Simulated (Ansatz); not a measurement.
Consider GaAs in the zinc blende structure (space group F-43m, No. 216; a = 5.6594 Å).

All numbers come from PBEsol in Ansatz (plane waves to 420 eV, PAW, no spin-orbit coupling), earlier PAW set.

Perturbation: In takes the place of Ga on all its sites, then cell and atoms are relaxed.

Measured lattice parameter a: GaAs 5.64 Å (static lattice; corrected from measurement; as listed in Daniel Mejia-Rodriguez, S. B. Trickey, Phys. Rev. B (2018)); InAs 6.047 Å (static lattice; corrected from measurement; as listed in Daniel Mejia-Rodriguez, S. B. Trickey, Phys. Rev. B (2018)).

**Question.** How well does PBEsol reproduce the measured shift?

**Answer.** With PBEsol the lattice parameter a moves by +0.428 Å (5.659 → 6.088) against +0.407 Å measured.

Stability against distortions was not tested. All final runs are without spin polarisation.

Ansatz is an electronic-structure program.
